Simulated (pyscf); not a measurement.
`[C]1[CH2][CH2]1` [singlet] -> `[CH2]=[C]=[CH2]`, a ring opening (singlet surface; C–C broken, none formed). Single points on ωB97X-D3(BJ)/def2-SVP structures (PySCF, gas phase). MP2 and CC: frozen core, UHF for open shells. ΔMP2 is the change of the MP2 total energy from the triple- to the quadruple-zeta basis. Energies in kcal/mol from the reactant's lowest minimum found.

Small-basis levels: PySCF, no dispersion term, spherical d functions. AM1 to PM7: differences of heats of formation from MOPAC. 

```csv
level,barrier,reaction energy
HF/STO-3G,53.0,-42.5
HF/3-21G,17.8,-73.4
SVWN5/6-31G*,6.2,-70.1
BP86/6-31G*,4.3,-69.2
B3LYP/STO-3G,27.2,-64.4
B3LYP/3-21G,5.4,-80.7
B3LYP/6-31G*,6.2,-69.3
M06-2X/6-31G*,11.6,-65.1
PBE/def2-SVP,6.4,-68.5
AM1,21.8,-76.2
PM3,22.9,-68.5
PM7,31.4,-61.4
CCSD(T)/def2-TZVPP + ΔMP2(QZVPP),6.3,-67.1
```

Against the last row the barrier runs from -2.0 (BP86/6-31G*) to +46.7 kcal/mol (HF/STO-3G). CCSD(T)/def2-TZVPP + ΔMP2(QZVPP) has limits of its own. One saddle was located; it need not be the lowest between these sides. A restricted singlet here is unstable towards spin polarisation, as is usual where a triplet lies low; its energy is less safe. The CCSD(T) − MP2 part came from Ansatz, without density fitting, on the same reference.
